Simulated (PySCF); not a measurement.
**Static response to an electric field**

C5H9 (charge +1).
Structure used (PBE0-D3(BJ)/def2-SVP), in Å, numbered top down from 1:
```
atom  x, y, z in Å
C1     2.439   -0.390   -0.064
C2     1.171   -0.840    0.127
C3     0.007   -0.069   -0.153
C4     0.037    1.326   -0.603
C5    -1.301   -0.709    0.015
H6     3.299   -1.027    0.167
H7     2.660    0.609   -0.452
H8     1.019   -1.853    0.512
H9     1.012    1.703   -0.927
H10   -0.307    1.937    0.258
H11   -0.724    1.495   -1.382
H12   -1.481   -1.272   -0.929
H13   -1.308   -1.463    0.815
H14   -2.128    0.006    0.119
```

Level: wB97X-D/def2-SVPD (PySCF), static field, nuclei fixed, core orbitals frozen in the response. The polarisability tensor in these axes (au):

```
x   83.14 -2.39  1.62
y   -2.39 55.98 -4.61
z    1.62 -4.61 41.26
```

Question: Diagonalise the tensor; give its mean and Δα, where Δα² is half the sum of the squared differences of the eigenvalues.

Answer: Principal values 39.92, 57.02 and 83.44 au; mean 60.13 au = 8.91 Å³ = 9.91 × 10⁻⁴⁰ C²·m²/J; Δα = 37.98 au (63 % of the mean).

Question: Form Σ f/ω² (atomic units) for the 6 lowest TDDFT singlets, given as eV and f, and set it beside the mean polarisability, which is this sum over all singlets: 5.17, 0.3890; 5.34, 0.0032; 5.64, 0.0042; 6.30, 0.0027; 6.74, 0.0154; 6.95, 0.1288.

Answer: They add up to 13.25 au, 22.0 % of the 60.13 au; the largest single term is 10.79 au, from the state at 5.17 eV. Terms in order: 10.79, 0.08, 0.10, 0.05, 0.25, 1.98 au. Higher excitations give the rest. The strengths listed sum to 0.543.

Question: Rayleigh depolarisation ratio (linearly polarised light, static tensor)?

Answer: ρ = 3Δα²/(45ᾱ² + 4Δα²) = 4327.5/(162691 + 5770.1) = 0.0257.

Question: Give the eigenvalues of the traceless quadrupole moment Θ = ½Σq(3rr − r²1), origin at the centre of nuclear charge.

Answer: -11.72, -0.11, 11.83 D·Å. The values depend on the origin, since the species is charged. The electronic extent ⟨r²⟩ about the same centre is 473 bohr², a root-mean-square distance of 1.87 Å for the 38 electrons.

Question: Along which axes do the principal values lie, and how far do the nuclei extend along each?

Answer: Largest value along (0.99, -0.09, 0.05), where the nuclei span 5.50 Å; middle along (0.10, 0.96, -0.27), 3.79 Å; least along (-0.02, 0.27, 0.96), 1.99 Å. The response follows the extents in order.

Isolated species at its PBE0-D3(BJ)/def2-SVP geometry, gas phase.
